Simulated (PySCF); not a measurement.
chloroform cation (CHCl₃), SMILES ClC(Cl)Cl (connectivity only; charge and spin as stated), charge +1, multiplicity 2.

Geometry optimised at PBE0-D3(BJ)/def2-SVP. The multiplicity is an assumed one; other spin states were not compared.

The numbers are results of r2SCAN/def2-TZVPD (PySCF), not measurements.

The molecule is in vacuum.

Computed frontier levels, dipole moment and polarisability:
* **α spin, highest occupied and lowest empty level**: -14.20 and -8.15 eV
* **β spin, highest occupied and lowest empty level**: -14.04 and -13.47 eV
* **dipole moment about the centre of nuclear charge**: 1.05 D
* **mean static polarisability**: 64.2 bohr³ (9.52 Å³)
* **polarisability, principal values**: 37.2, 77.8, 77.8 bohr³
* **⟨S²⟩**: 0.754 (pure state 0.75)
